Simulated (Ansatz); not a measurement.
C3H7NO can be A, `CCC(N)=O`, or B, `C/C=C(\N)O`.

Program: Ansatz. Geometries: PBE0-D4/def2-TZVP. ΔE: electronic, gas phase. CCSD(T)/CBS is the MP2 limit (def2-TZVPP, def2-QZVPP) plus CCSD(T) − MP2 in def2-TZVPP, frozen cores. Functionals use def2-TZVPP. B3LYP here is the variant with VWN-RPA as its local correlation; programs differ in this. Each species was taken in one conformer, which may not be the lowest.

Task: Which isomer does CCSD(T)/CBS put lower? Give the gap. (An estimate is asked.)

Result: The calculation gave: A, by 100.8 kJ/mol.

Task: Give E(B) − E(A) in kJ/mol with HF/def2-TZVPP, ωB97M-V, CCSD/def2-TZVPP, PBE-D4, B3LYP, B2PLYP, MP2/def2-TZVPP. (An estimate is asked.)

Result: The calculation gave: HF/def2-TZVPP 119.2, ωB97M-V 105.5, CCSD/def2-TZVPP 104.6, PBE-D4 103.0, B3LYP 106.0, B2PLYP 108.1, MP2/def2-TZVPP 106.0. None reverses the order clearly.

Largest T1 diagnostic: 0.013.

In def2-TZVPP, CCSD(T) changes the Hartree–Fock value by −15.6 kJ/mol (the triples alone add −0.9 kJ/mol) and MP2 by −13.2 kJ/mol.
